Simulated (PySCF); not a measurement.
Gas-phase reaction: SiO(OH)₂ + 2 Si(OH)₄ ⇌ 3 H₂SiO + 4 HO₂

Method: PySCF energies (xtb for GFN2) plus ideal-gas RRHO corrections (1 bar). † marks an energy on the PBE0/def2-TZVP geometry and frequencies; other levels use their own. CCSD(T) freezes the core. 6-31G* has spherical d functions here. Open shells (unrestricted): HO₂ (multiplicity 2); the rest are closed-shell singlets. GFN2 has no spin-polarisation term. B3LYP is the form with VWN-RPA correlation. SiO(OH)₂, H₂SiO: computed as isolated molecules; such fragments, hydroxides, amides, oligomers or adducts are transient or little studied in the gas. CCSD(T) isn't extrapolated to the basis-set limit; its ΔH°(298 K) is 2947.8 kJ in def2-SVP and 3187.2 kJ in def2-TZVPP. The harmonic model lacks anharmonicity and excited electronic states, which grow with temperature; levels with a mode under 35 cm⁻¹ are left out. Internal rotation in SiO(OH)₂, Si(OH)₄ is treated as a harmonic vibration of one conformer, which makes the entropy rough. Warning, large T1 diagnostic: H₂SiO (CCSD(T)/def2-TZVPP†).

```csv
level,"ΔE electronic, kJ","ΔH°(298 K), kJ","ΔS°(298 K), J/K","ΔG°(600 K), kJ"
B3LYP/6-31G*,2877,2798,673,2400
CCSD(T)/def2-TZVPP†,3269,3187,670,2792
GFN2-xTB,2861,2785,659,2396
M06-2X/def2-TZVP†,3366,3284,670,2888
PBE/def2-TZVP†,2997,2915,670,2519
LDA/def2-TZVP†,3323,3241,670,2845
```
ΔH° is lowest at GFN2-xTB and highest at M06-2X/def2-TZVP†. No reference value is set beside these.
